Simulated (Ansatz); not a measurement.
System: hcp Lu. Method: r²SCAN in Ansatz (PAW).

Run with plane-wave cutoff 560 eV, 18×18×10 k mesh (along the axes of the cell as run), Fermi–Dirac smearing 0.05 eV, scalar-relativistic PAW data made under PBE.

Shape and atoms are relaxed at each volume.

Pressure at four volumes; x = ln(V/29.007 Å³). One pressure is withheld.

```
V (Å³/atom)        x  P (GPa)
-----------  -------  -------
27.847       -0.0408     2.04
29.007        0.0000     0.00
29.587        0.0198    -0.89
30.167        0.0392        ?
```

**Question.** Pass a parabola P(x) through the three rows shown, estimate the bulk modulus and its pressure derivative near zero pressure, and predict the withheld pressure.

**Answer.** Slopes between the rows: (0.00 − (2.04))/(0.0000 − (-0.0408)) = -50.00 and (-0.89 − (0.00))/(0.0198 − (0.0000)) = -44.95 GPa. Their difference over the span 0.0606 is c = 5.05/0.0606 = 83.3 GPa, so P(x) = 2.04 + (-50.00)(x − (-0.0408)) + 83.3 (x − (-0.0408))(x − (0.0000)). At the middle row B = −dP/dx = −[-50.00 + 83.3 × 0.0408] = 46.6 GPa, and B′ = dB/dP = 2c/B = 3.6. At x = 0.0392 the parabola gives -1.70 GPa; the run gives -1.71 GPa. The Birch–Murnaghan fit to the energies at all volumes has B0 = 46.5 GPa and B′ = 3.4.

Measured, for comparison: bulk modulus 47.6 GPa (room temperature, not corrected to a static lattice; as tabulated in Wikipedia's data pages). Computed less measured: bulk modulus -2.3 %.

Spin–orbit coupling is not included.

Ansatz is a first-principles code.
